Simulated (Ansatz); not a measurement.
The same path of C3H5FOS (11 atoms, charge 0, multiplicity 1) was run 3 times with different band settings. Lost on the way: C1–H8. Made: S2–H8.

Computed with RKS PBE/def2-SVP (Ansatz 0.2.0).

Relaxed end points:

```xyz
11
Properties=species:S:1:pos:R:3
C -0.816 -1.058 1.520
S 0.580 -1.152 0.346
C 0.119 0.221 -0.720
F -1.062 0.009 -1.381
C 1.132 1.081 -1.345
O 0.267 1.528 -0.267
H -0.670 -1.879 2.246
H -1.778 -1.202 0.991
H -0.812 -0.089 2.057
H 2.202 0.970 -1.087
H 0.904 1.512 -2.338
```

```xyz
11
Properties=species:S:1:pos:R:3
C -0.073 -0.824 1.796
S -0.456 -1.294 0.267
C -0.274 0.175 -0.950
F -1.061 -0.040 -2.039
C 0.955 0.963 -1.006
O -0.297 1.433 -0.404
H -0.536 0.038 2.292
H -1.841 -1.253 0.002
H 0.654 -1.474 2.296
H 1.764 0.757 -0.280
H 1.230 1.461 -1.953
```

Common settings: optimiser quadratic models (default); start path through a guess of the saddle point; force threshold 0.03 eV/Å; iteration limit 60; end points relaxed.

| run | movable images | climbing image | spring |
| --- | --- | --- | --- |
| 1 | 5 | yes | 5.0 eV/Å² |
| 2 | 5 | yes | 50.0 eV/Å² |
| 3 | 6 | no | 5.0 eV/Å² |

Question: What does each run give, and how far can it be trusted?

Answer: Run 1: converged after 26 iterations, highest image 3.770 eV above the first end. Neighbouring images differ by up to 3.6 eV, so the band resolves the path poorly. A vibrational analysis at the climbing image gives one clearly imaginary mode, 1067i cm⁻¹: a first-order saddle point.
Run 2: converged after 45 iterations, highest image 3.770 eV above the first end. Neighbouring images differ by up to 3.6 eV, so the band resolves the path poorly. Another band between the same ends (5 images) ends at a top of the same energy, where a vibrational analysis finds 1 clearly imaginary mode.
Run 3: converged after 51 iterations, highest image 2.716 eV above the first end. Neighbouring images differ by up to 2.6 eV, so the band resolves the path poorly. No image climbed, so the highest image needn't sit at the top of the path.
The orbitals stay closed-shell, which can raise the energy where a bond breaks towards radicals; this wasn't checked here.
